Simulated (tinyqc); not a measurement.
Worked calculation: CCSD on RHF in the sto-3g basis, frozen core, for HF, spin multiplicity 1. One step of it, computed by the program tinyqc.

Question. Iteration 1: building the Fock matrix. J_ij = sum D_kl (ij|kl), K_ij = sum D_kl (ik|jl); F = H + J - 0.5 K; E = tr D H + tr D J / 2 - 0.25 tr D K + E_nn.

D at the start, lower triangle:
```
,1F 1s,1F 2s,1F 2px,1F 2py,1F 2pz,2H 1s
1F 1s,2.081739
1F 2s,-0.330703,1.433085
1F 2px,0.000000,0.000000,2.000000
1F 2py,0.000000,0.000000,0.000000,2.000000
1F 2pz,0.112875,-0.424390,0.000000,0.000000,1.743137
2H 1s,-0.184765,0.494888,0.000000,0.000000,0.248077,0.269930
```

core Hamiltonian H = T + V (hartree), lower triangle:
```
,1F 1s,1F 2s,1F 2px,1F 2py,1F 2pz,2H 1s
1F 1s,-40.627025
1F 2s,-9.532941,-11.099003
1F 2px,0.000000,0.000000,-8.752997
1F 2py,0.000000,0.000000,0.000000,-8.752997
1F 2pz,-0.016387,-0.193597,0.000000,0.000000,-8.882370
2H 1s,-2.184670,-4.378187,0.000000,0.000000,-2.778502,-5.617104
```

Two-electron integrals (ij|kl) in chemists' order, unique and non-zero (hartree):
```
i,j,k,l,(ij|kl)
1,1,1,1,5.403501
2,1,1,1,0.841920
2,1,2,1,0.156299
2,2,1,1,1.268028
2,2,2,1,0.292344
2,2,2,2,0.926167
3,1,3,1,0.027998
3,2,3,1,0.043169
3,2,3,2,0.204588
3,3,1,1,1.264502
3,3,2,1,0.292403
3,3,2,2,0.925959
3,3,3,3,0.997514
4,1,4,1,0.027998
4,2,4,1,0.043169
4,2,4,2,0.204588
4,3,4,3,0.053770
4,4,1,1,1.264502
4,4,2,1,0.292403
4,4,2,2,0.925959
4,4,3,3,0.889973
4,4,4,4,0.997514
5,1,5,1,0.027998
5,2,5,1,0.043169
5,2,5,2,0.204588
5,3,5,3,0.053770
5,4,5,4,0.053770
5,5,1,1,1.264502
5,5,2,1,0.292403
5,5,2,2,0.925959
5,5,3,3,0.889973
5,5,4,4,0.889973
5,5,5,5,0.997514
6,1,1,1,0.194945
6,1,2,1,0.035846
6,1,2,2,0.066492
6,1,3,3,0.066396
6,1,4,4,0.066396
6,1,5,1,0.001446
6,1,5,2,0.002696
6,1,5,5,0.066693
6,1,6,1,0.008304
6,2,1,1,0.453582
6,2,2,1,0.105806
6,2,2,2,0.369407
6,2,3,3,0.364301
6,2,4,4,0.364301
6,2,5,1,0.007110
6,2,5,2,0.053632
6,2,5,5,0.379273
6,2,6,1,0.024548
6,2,6,2,0.175500
6,3,3,1,0.011553
6,3,3,2,0.066639
6,3,5,3,0.011506
6,3,6,3,0.027152
6,4,4,1,0.011553
6,4,4,2,0.066639
6,4,5,4,0.011506
6,4,6,4,0.027152
6,5,1,1,0.290645
6,5,2,1,0.068727
6,5,2,2,0.257078
6,5,3,3,0.245781
6,5,4,4,0.245781
6,5,5,1,0.015646
6,5,5,2,0.102612
6,5,5,5,0.279386
6,5,6,1,0.016673
6,5,6,2,0.149654
6,5,6,5,0.153987
6,6,1,1,0.571424
6,6,2,1,0.135479
6,6,2,2,0.541915
6,6,3,3,0.522771
6,6,4,4,0.522771
6,6,5,1,0.012486
6,6,5,2,0.128811
6,6,5,5,0.579565
6,6,6,1,0.031692
6,6,6,2,0.316274
6,6,6,5,0.313291
6,6,6,6,0.774606
```

nuclear repulsion = 5.41819670 hartree

Give: Coulomb J; exchange K; Fock matrix F; total energy of this density.

Answer.

Coulomb J (hartree), lower triangle:
```
,1F 1s,1F 2s,1F 2px,1F 2py,1F 2pz,2H 1s
1F 1s,20.4466
1F 2s,3.9097,9.7064
1F 2px,0.0000,0.0000,9.6914
1F 2py,0.0000,0.0000,0.0000,9.6914
1F 2pz,-0.0127,-0.0261,0.0000,0.0000,9.7105
2H 1s,0.8953,3.8023,0.0000,0.0000,2.6175,5.5373
```

exchange K (hartree), lower triangle:
```
,1F 1s,1F 2s,1F 2px,1F 2py,1F 2pz,2H 1s
1F 1s,11.0430
1F 2s,1.9524,3.0348
1F 2px,0.0000,0.0000,2.5939
1F 2py,0.0000,0.0000,0.0000,2.5939
1F 2pz,0.0098,-0.1422,0.0000,0.0000,2.5528
2H 1s,0.4577,1.3486,0.0000,0.0000,0.8134,1.1722
```

Fock matrix F (hartree), lower triangle:
```
,1F 1s,1F 2s,1F 2px,1F 2py,1F 2pz,2H 1s
1F 1s,-25.7019
1F 2s,-6.5995,-2.9100
1F 2px,0.0000,0.0000,-0.3586
1F 2py,0.0000,0.0000,0.0000,-0.3586
1F 2pz,-0.0340,-0.1486,0.0000,0.0000,-0.4483
2H 1s,-1.5182,-1.2502,0.0000,0.0000,-0.5677,-0.6659
```

total energy of this density = -98.319942 hartree
